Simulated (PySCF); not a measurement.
H2N, SMILES [NH2], multiplicity 2.

The structure is a stationary point at B3LYP-D3(BJ)/def2-TZVPD. The isomer is the one that the SMILES or the coordinates give; other isomers of the formula were not compared.

All values below come from ωB97X/def2-TZVPD run with PySCF.

Gas-phase values at a fixed geometry.

```yaml
total_energy: -55.88409 hartree
point_group: C2v
"α spin, highest occupied and lowest empty level": -11.64 and 2.29 eV
"β spin, highest occupied and lowest empty level": -11.32 and -0.55 eV
dipole_moment: 1.83 D
quadrupole, principal values (traceless, Buckingham form, about the centre of nuclear charge): -1.27, -0.63, 1.90 D·Å
mean_static_polarisability: 12.0 bohr³ (1.78 Å³)
polarisability_principal_values: 10.5, 12.7, 12.9 bohr³
"⟨S²⟩": 0.754 (pure state 0.75)
```
